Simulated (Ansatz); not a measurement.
Species: CH$_{4}$, SMILES `C` (charge 0, multiplicity 1).

**Question.** Give a relaxed geometry from PBE0-D3(BJ)/def2-TZVP in Ansatz (a first-principles code).

**Answer.** the end point of this relaxation (outside a Z-matrix the atoms follow the SMILES, hydrogens last).
Z-matrix (Å, degrees):
```
C
H 1 1.0896
H 1 1.0896 2 109.47
H 1 1.0896 2 109.47 3 120.00
H 1 1.0896 2 109.47 3 -120.00
```
